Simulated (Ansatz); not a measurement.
**Setting up BNH4 in Ansatz**

BNH4: 6 atoms, total charge 0, spin state singlet.

```xyz
6

B    -0.7426   -1.3439   -0.3017
N    -0.7818    0.0227   -0.1382
H    -0.4088   -2.0136    0.5999
H    -1.0393   -1.7996   -1.3393
H    -1.0571    0.6655   -0.8621
H    -0.5404    0.4899    0.7200
```

Settings wanted:

* basis set: pcseg-1
* core potential: none
* integral approximation: automatic
* task: energy
* method: DFT
* functional: B3LYP
* dispersion: D3(BJ)
* reference: RKS
* accuracy: medium

Question: Give an Ansatz 0.2.0 job that does this.

Answer: This one ran through:

input.yaml:
```yaml
crystal:
  periodic: [false, false, false]
  atoms:
    - {symbol: B, position_ang: [-0.742550, -1.343890, -0.301700]}
    - {symbol: N, position_ang: [-0.781800, 0.022720, -0.138170]}
    - {symbol: H, position_ang: [-0.408810, -2.013640, 0.599910]}
    - {symbol: H, position_ang: [-1.039330, -1.799580, -1.339320]}
    - {symbol: H, position_ang: [-1.057140, 0.665540, -0.862130]}
    - {symbol: H, position_ang: [-0.540400, 0.489880, 0.720040]}
basis:
  gaussian:
    orbitals: pcseg-1.json
hamiltonian:
  xc: {name: B3LYP}
  dispersion: d3bj
```

```bash
$ ansatz run input.yaml --threads 1 --pin off --max-ram 2610MiB --events-out events.jsonl --progress --plain --runs-dir runs
```

(Basis files named in the input come from the Basis Set Exchange and aren't shown.)

Calculated total energy: -82.03432 Eh.
